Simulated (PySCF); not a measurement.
# Spin states of NO

Unrestricted PBE0; N STO-3G, O STO-3G; no relativity (PySCF 2.14). Outer shells of the fragments: N 2s2 2p3; O 2s2 2p4.

Followed along the bond (rough minima from three points):

```json
{"2Ms+1": "2", "unpaired": "π ↑", "⟨S²⟩ at the start": "0.75", "R at minimum (Å)": "1.23", "Te (eV)": "0.00"}
{"2Ms+1": "4", "unpaired": "π ↑↑↑", "⟨S²⟩ at the start": "3.75", "R at minimum (Å)": "none in the scan", "Te (eV)": "≤ 3.44"}
```

Solutions found at the starting distance of 1.255 Å, counted from the lowest of them; the search is not exhaustive and high or unbound solutions are not listed, so other states can lie among these:

```tsv
2Ms+1	unpaired	term	E (eV)	⟨S²⟩	⟨Lz²⟩	μ (D)
2	π ↑	²Π	0.00	0.75	1.00	0.31
4	π ↑↑↑	⁴Π	4.53	3.75	1.00	0.86
4	σ ↑, π ↑↑	⁴Σ⁻	5.04	3.75	0.00	-0.27
```

A term symbol is given only where ⟨S²⟩ and ⟨Lz²⟩ are close to those of a pure state; real π, δ and φ orbitals otherwise mix terms. A positive dipole means N(−)O(+).

Counting both spins, an empty level lies below a filled one in some of these solutions, because spin and occupation are held. STO-3G is very small, so such numbers show the basis as much as the molecule.
